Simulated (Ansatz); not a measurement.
# C4H6O2 (methyl acrylate): the atomisation enthalpy at 298 K, rung by rung

C4H6O2: 12 atoms, total charge 0, spin state singlet. SMILES: `C=CC(=O)OC`. Geometry: relaxed at PBE0-D4/def2-TZVP. This is one conformer, not always the lowest.

Quantity: the atomisation enthalpy at 298 K, in kJ/mol. The values are calculated. The thermal term (zero-point and 298 K enthalpy, harmonic and unscaled) is that of B3LYP/6-31G*; the spin-orbit lowering of the free atoms at 298 K, 0.9 kJ/mol by their spectra, is taken off.

**The experiment to reproduce.** CRC Handbook of Chemistry and Physics; in doubt: it may be an older value or an estimate gives the atomisation enthalpy at 298 K of the gas as 5007 kJ/mol.

| level | kind | program | value (kJ/mol) | computed − measured | CPU time (all runs) |
| --- | --- | --- | --- | --- | --- |
| HF/6-31G* (spherical functions) | Hartree–Fock | Ansatz | 3478 | -1529 | 2.6 s |
| SVWN5/6-31G* (spherical functions) | LDA | Ansatz | 5853 | +846 | 3.4 s |
| PBE/6-31G* (spherical functions) | GGA | Ansatz | 5157 | +150 | 5 s |
| r2SCAN/6-31G* (spherical functions) | meta-GGA | Ansatz | 4993 | -14 | 9.2 s |
| PBE0/6-31G* (spherical functions) | global hybrid | Ansatz | 5002 | -5 | 5.6 s |
| r2SCAN0/6-31G* (spherical functions) | hybrid meta-GGA | Ansatz | 4876 | -131 | 9.6 s |
| wB97X/6-31G* (spherical functions) | range-separated hybrid | Ansatz | 4977 | -30 | 18 s |
| B2PLYP/6-31G* (spherical functions) | double hybrid | Ansatz | 4844 | -163 | 7.6 s |
| CCSD(T)/6-31G* (spherical functions) | coupled cluster or CI | Ansatz | 4553 | -454 | 30 s |

Nearest: PBE0/6-31G* (spherical functions) (-5 kJ/mol); farthest: HF/6-31G* (spherical functions) (-1529 kJ/mol). Computed less measured by kind, in kJ/mol (6-31G* rows): Hartree–Fock -1529; LDA +846; GGA +150; meta-GGA -14; global hybrid -131 to -5; range-separated hybrid -30; double hybrid -163; coupled cluster or CI -454. Wave-function methods converge slowly with the basis and bind too weakly in sets of this size; that is part of their error here. Times are those of the runs behind each value, whatever else they computed, on shared processors of several kinds: orders of magnitude only.
